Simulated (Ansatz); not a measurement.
System: PH₂ (charge 0, doublet). SMILES: [PH2]
Geometry: optimised at B3LYP-D3(BJ)/def2-TZVP (Ansatz, an electronic-structure program).

Computed values are from Ansatz. Cores are frozen in the correlated levels unless marked. Open shells are spin-unrestricted. No spin-orbit coupling. No relativistic terms. CBS(X,Y): correlation extrapolated as X^-3; Hartree-Fock from the larger set (for Q and 5 zeta extrapolated as (X+1)exp(-9√X)).

Task: What is the T1 diagnostic at CCSD/cc-pV(5+d)Z?

Result: 0.017.

Task: What is the vertical electron affinity (to the singlet; negative means unbound) at CCSD(T)/CBS(aug-cc-pV(T+d)Z,aug-cc-pV(Q+d)Z)?

Result: 1.26 eV.

Task: What is the dipole moment at CCSD(T)/aug-cc-pV(D+d)Z?

Result: 0.51 D.

Task: What is the atomisation energy De at CCSD(T)/CBS(cc-pV(Q+d)Z,cc-pV(5+d)Z)?

Result: 644.6 kJ/mol.

Task: What is the total energy at CCSD(T)/CBS(cc-pV(Q+d)Z,cc-pV(5+d)Z)?

Result: -342.0776 Eh.
